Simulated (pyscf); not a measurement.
Single points on ωB97X-D3(BJ)/def2-SVP structures (PySCF, gas phase). MP2 and CC: frozen core, UHF for open shells. ΔMP2 is the change of the MP2 total energy from the triple- to the quadruple-zeta basis.

Task: H₂N–GeH₂–Cl → Cl–GeH: [singlet] + NH₃
Surface: singlet. Broken: Ge–N, Ge–H. Formed: H–N. Give ΔE‡ and ΔE from CCSD/def2-TZVPP, relative to the reactant's lowest minimum found.

Result: ΔE‡ = 65.2 kcal/mol, ΔE = +32.6 kcal/mol. CCSD(T)/def2-TZVPP + ΔMP2(QZVPP) gives 60.9 kcal/mol and +31.6 kcal/mol. Zero-point energy shifts the barrier by -2.0 kcal/mol. It is a 1,1-elimination, with an imaginary mode of 1585i cm⁻¹. On the product side the descent ends in an adduct with a Ge–N contact, 26.2 kcal/mol under the separated species and 55.7 kcal/mol under the saddle at ωB97X-D3(BJ)/def2-TZVP. What is counted as broken (Ge–N) persists as a longer contact in the product adduct; parting that adduct is a step of its own. At ωB97X-D3(BJ) the barrier from the zero used here is 63.4 kcal/mol. One saddle was located; it need not be the lowest between these sides. The CCSD(T) − MP2 part came from Ansatz, without density fitting, on the same reference. The frozen core leaves the outer d or s,p core shells of the metals and heavy elements correlated in the MP2 and CC values, and def2-TZVPP describes them poorly, which can shift differences by a few kcal/mol. Elements up to Kr have no core potential and no relativistic terms here.
